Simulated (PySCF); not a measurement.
Species: tetrahydrofuran, C4H8O.
SMILES with atom numbers: `[CH2:1]1[CH2:2][CH2:3][O:4][CH2:5]1`

Probes without a nucleus sit at each ring's centroid and 1 Å off its mean plane on both sides; NICS is minus the shielding there, NICSzz its component along the normal. Level: GIAO PBE0/pcSseg-1 (PySCF, non-relativistic, gas phase) on the GFN2-xTB geometry, one conformer.

Ring bond lengths (Å), with Mayer bond orders in brackets: C1–C2 1.527 (1.02), C2–C3 1.529 (1.03), C3–O4 1.419 (0.92), O4–C5 1.419 (0.92), C5–C1 1.529 (1.03).

Q: Give the NICS values of each ring in ppm.

A: 
```csv
ring,type,NICS(0),"NICS(1), two faces","NICS(1)zz, two faces",rms pucker (Å),"centre to ring atoms, mean (Å)"
C1–C2–C3–O4–C5,5-membered ring with O; formal bonds all single,-8.0,-3.6 / -3.6,-6.7 / -6.7,0.16,1.25
```

Q: What can be read from them?

A: 
- C1–C2–C3–O4–C5: mean NICS(1)zz -6.7 ppm, shielded. C1, C2, C3, C5 have four or more neighbours, and the NICS criterion for π rings isn't applied.

Q: What is the mean of the two in-plane components of NICS at the second NICS(1) probe listed for ring C1–C2–C3–O4–C5, 1 Å off the ring?

A: The isotropic value is a third of the trace: (3 × -3.6 − (-6.7))/2 = -2.1 ppm.

Q: How shielded are the nuclei of the rings and their hydrogens (means over atoms taken as equivalent)?

A: 
```json
{"atoms": "C1 (×2)", "environment": "ring CH2 carbon", "σ isotropic (ppm)": "156.7"}
{"atoms": "C3 (×2)", "environment": "sp3 carbon bound to oxygen", "σ isotropic (ppm)": "114.5"}
{"atoms": "O4", "environment": "cyclic ether oxygen", "σ isotropic (ppm)": "295.6"}
{"atoms": "H on C1 (×4)", "environment": "methylene hydrogen", "σ isotropic (ppm)": "29.92"}
{"atoms": "H on C3 (×4)", "environment": "methylene hydrogen", "σ isotropic (ppm)": "27.66"}
```
